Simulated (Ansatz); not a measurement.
# CH4Si (SMILES C[SiH]) at 6 levels

Aim: a comparison of 6 runs (UHF/STO-3G, HSE06/STO-3G, r2SCAN/STO-3G, BCCD(T)/STO-3G, CCSDT/STO-3G, CCSD(T)/STO-3G) of CH4Si. 

Program for the calculation: Ansatz 0.2.0.

47 further runs of the same task are left out: 47 set aside as unsound or not needed.

### Step 1. Starting point

CH4Si has 6 atoms, charge 0, and is taken as a singlet. SMILES: `C[SiH]`. The H5–C1 distance was set to 1.647 Å, away from the relaxed value. At this shape a bond of the SMILES string is far longer than usual.

Bond lengths: C1–Si2 1.892 Å, C1–H3 1.098 Å, C1–H4 1.091 Å, Si2–H6 1.531 Å. Angles: C1–Si2–H6 94.2°, Si2–C1–H3 109.7°, Si2–C1–H4 113.8°, H3–C1–H4 109.0°. A long bond or contact: C1–H5 1.647 Å.

### Step 2. The energy at UHF/STO-3G (run 1)

Contents of input.yaml:

```yaml
crystal:
  periodic: [false, false, false]
  atoms:
    - {symbol: C, position_ang: [-0.128251, -0.740014, 0.029965]}
    - {symbol: Si, position_ang: [0.882549, -0.164214, 1.522565]}
    - {symbol: H, position_ang: [-1.191651, -0.784114, 0.298065]}
    - {symbol: H, position_ang: [0.180249, -1.709614, -0.362735]}
    - {symbol: H, position_ang: [-0.024000, 0.382000, -1.170800]}
    - {symbol: H, position_ang: [0.107449, 1.145986, 1.684265]}
basis:
  gaussian: {orbitals: STO-3G}
magnetization: {spin_polarized: true}
hamiltonian: {xc: hf}
accuracy: high
```

Started as:

```console
ansatz run input.yaml --threads 1 --pin off --max-ram 2610MiB --events-out events.jsonl --progress --plain --runs-dir runs
```

Output:

```text
Warning: RAYON_NUM_THREADS=1 ignored (pool sized by the plan → 1); use --threads N
Functional definition: HF
  name "HF"
  exchange = exact_x
  correlation = 0
311 factors; integrals over basis functions are off by at most 1.2e-8 eV
mean field evaluation 1: about -8846.9851 eV, gradient 6.4e0 eV
mean field evaluation 2: about -8847.0274 eV, gradient 6.3e0 eV
mean field evaluation 4: about -8847.5006 eV, gradient 5.2e-1 eV
mean field evaluation 8: about -8847.5034 eV, gradient 9.8e-7 eV
mean field evaluation 16: about -8847.4919 eV, gradient 2.9e-1 eV
mean field evaluation 32: about -8847.6421 eV, gradient 2.6e-8 eV
mean field evaluation 64: about -8843.4579 eV, gradient 8.0e0 eV
mean field -8847.64208913 eV, -325.1448496282 hartree, gradient 2.6e-8 eV, S^2 0.454218; 4 other end points of the search recorded, 0 dependent functions left out
reference -8847.64208913 eV, -325.1448496282 hartree; 12, 12 occupied and 6, 6 virtual orbitals, 311 factors
Total energy: -8847.64208913 eV, -325.1448496282 hartree
```

Run time: 0.16 s. Hardware: 1 thread of Arm Neoverse V2, shared host.

### Step 3. A single-point energy at HSE06/STO-3G (run 2)

input.yaml: that of step 2 with these lines changed.

```diff
@@ -11,4 +11,3 @@
   gaussian: {orbitals: STO-3G}
-magnetization: {spin_polarized: true}
-hamiltonian: {xc: hf}
+hamiltonian: {xc: {name: HSE06}}
 accuracy: high
```

Started as:

```console
ansatz run input.yaml --threads 1 --pin off --max-ram 2610MiB --events-out events.jsonl --progress --plain --runs-dir runs
```

Output:

```text
Warning: RAYON_NUM_THREADS=1 ignored (pool sized by the plan → 1); use --threads N
Functional definition: HSE06
  name "HSE06"
  parameter a = 0.25
  parameter omega = 0.11/bohr
  exchange = pbe_x - a*pbe_x_sr(omega) + a*exact_x_sr(omega)
  correlation = pbe_c
311 factors; integrals over basis functions are off by at most 1.2e-8 eV
65 factors; integrals over basis functions are off by at most 6.1e-10 eV
mean field evaluation 1: about -8865.4291 eV, gradient 1.0e1 eV
mean field evaluation 2: about -8865.5451 eV, gradient 9.1e0 eV
mean field evaluation 4: about -8865.8479 eV, gradient 4.3e-1 eV
mean field evaluation 8: about -8865.7891 eV, gradient 2.7e-3 eV
mean field evaluation 16: about -8865.7891 eV, gradient 6.2e-8 eV
mean field -8865.78913605 eV, -325.8117413020 hartree, gradient 6.2e-8 eV, S^2 0.000000; 0 other end points of the search recorded, 0 dependent functions left out
reference -8865.78913804 eV, -325.8117413753 hartree; 12, 12 occupied and 6, 6 virtual orbitals, 311 factors
Total energy: -8865.78913804 eV, -325.8117413753 hartree
```

Wall time 1.1 s (1 thread of Arm Neoverse V2, shared host); peak memory 0.093 GiB.

Runs 3 to 4 aren't shown in full; the table further down has their settings and results.

### Step 4. A single-point energy at CCSDT/STO-3G (run 5)

Contents of job.yaml:

```yaml
crystal:
  periodic: [false, false, false]
  atoms:
    - {symbol: C, position_ang: [-0.128251, -0.740014, 0.029965]}
    - {symbol: Si, position_ang: [0.882549, -0.164214, 1.522565]}
    - {symbol: H, position_ang: [-1.191651, -0.784114, 0.298065]}
    - {symbol: H, position_ang: [0.180249, -1.709614, -0.362735]}
    - {symbol: H, position_ang: [-0.024000, 0.382000, -1.170800]}
    - {symbol: H, position_ang: [0.107449, 1.145986, 1.684265]}
basis:
  gaussian: {orbitals: STO-3G}
accuracy: high
scf: {omitted_lower_state_checks: [cluster_reference, increment]}
correlation: {method: ccsdt, frozen_orbitals: {C: 1, H: 0, Si: 5}}
```

Started as:

```console
ansatz run job.yaml --threads 1 --pin off --max-ram 2610MiB --events-out events.jsonl --progress --plain --runs-dir runs
```

Output, shortened:

```text
Warning: RAYON_NUM_THREADS=1 ignored (pool sized by the plan → 1); use --threads N
Functional definition: HF
  name "HF"
[...]
311 factors; integrals over basis functions are off by at most 1.2e-8 eV
[...]
mean field -8847.50338013 eV, -325.1397521668 hartree, gradient 2.4e-8 eV, S^2 0.000000; 0 other end points of the search recorded, 0 dependent functions left out; unrestricted orbitals would lower it
6 core orbitals not correlated: weight in the atoms' cores, before any rotation towards them, 1.000 or more for the frozen orbitals, at most 0.000 for the correlated occupied ones
reference -8847.50338013 eV, -325.1397521668 hartree; 6, 6 occupied and 6, 6 virtual orbitals, 311 factors
second order -2.90751310 eV of doubles, -0.00000000 eV of singles
cycle   1  -3.64080235 eV  change   -7.3e-1 eV  update   8.6e-2
[...]
cycle  28  -4.20054392 eV  change  -1.7e-10 eV  update  5.9e-10
Total energy: -8851.70392405 eV, -325.2941193086 hartree
Checks for a lower state left out: cluster_reference, increment
```

Wall time 0.2 s (1 thread of Arm Neoverse V2, shared host).

### Step 5. The energy at CCSD(T)/STO-3G (run 6)

job.yaml: that of step 4 with these lines changed.

```diff
@@ -10,5 +10,9 @@
 basis:
-  gaussian: {orbitals: STO-3G}
+  gaussian:
+    orbitals: STO-3G
+correlation:
+  method: ccsd_t
+  frozen_orbitals: {C: 1, H: 0, Si: 5}
+scf:
+  omitted_lower_state_checks: [cluster_reference, increment]
 accuracy: high
-scf: {omitted_lower_state_checks: [cluster_reference, increment]}
-correlation: {method: ccsdt, frozen_orbitals: {C: 1, H: 0, Si: 5}}
```

Started as:

```console
ansatz run job.yaml --threads 1 --pin off --max-ram 2610MiB --events-out events.jsonl --progress --plain --runs-dir runs
```

Output, shortened:

```text
Warning: RAYON_NUM_THREADS=1 ignored (pool sized by the plan → 1); use --threads N
Functional definition: HF
  name "HF"
[...]
311 factors; integrals over basis functions are off by at most 1.2e-8 eV
[...]
mean field -8847.50338013 eV, -325.1397521668 hartree, gradient 2.4e-8 eV, S^2 0.000000; 0 other end points of the search recorded, 0 dependent functions left out; unrestricted orbitals would lower it
6 core orbitals not correlated: weight in the atoms' cores, before any rotation towards them, 1.000 or more for the frozen orbitals, at most 0.000 for the correlated occupied ones
reference -8847.50338013 eV, -325.1397521668 hartree; 6, 6 occupied and 6, 6 virtual orbitals, 311 factors
second order -2.90751310 eV of doubles, -0.00000000 eV of singles
cycle   1  -3.64080238 eV  change   -7.3e-1 eV  update   8.5e-2
[...]
cycle  27  -4.15768521 eV  change   7.8e-11 eV  update  2.0e-10
perturbative correction -0.03342670 eV, -0.0012284087 hartree
Total energy: -8851.69449205 eV, -325.2937726889 hartree
Checks for a lower state left out: cluster_reference, increment
```

Wall time 0.12 s (1 thread of Arm Neoverse V2, shared host).

### Step 6. The series

| run | level | frozen core orbitals | energy (Eh) | wall time |
| --- | --- | --- | --- | --- |
| 1 | UHF/STO-3G | – | -325.144850 | 0.16 s |
| 2 | HSE06/STO-3G | – | -325.811741 | 1.1 s |
| 3 | r2SCAN/STO-3G | – | -325.940917 | 2.3 s |
| 4 | BCCD(T)/STO-3G | 6 | -325.293759 | 0.16 s |
| 5 | CCSDT/STO-3G | 6 | -325.294119 | 0.2 s |
| 6 | CCSD(T)/STO-3G | 6 | -325.293773 | 0.12 s |

### Step 7. Outcome

```
                                          quantity          value
                               run 6: total energy  -325.29377 Eh
run 6: correlation energy (6 core orbitals frozen)     -154.0 mEh
                             run 6: (T) correction      -1.23 mEh
                              run 6: T1 diagnostic          0.008
```

In words: Below the UHF energy at the same shape and in the same basis (STO-3G): BCCD(T) -148.9 mEh; CCSDT -149.3 mEh; CCSD(T) -148.9 mEh. Some of these start from another determinant than that one, so these aren't their correlation energies. Totals of different functionals can't be ranked against each other. In runs 4, 5, 6 the log says that unrestricted orbitals would lower the reference, so the values rest on an unstable closed-shell determinant (other closed-shell runs at this shape may share the fault). In runs 1, 2, 3, 4, 5, 6 the basis is minimal, so the values are rough. Spin contamination of the reference: run 1 ⟨S²⟩ = 0.45. All runs together took 4 s, the longest 2.3 s.
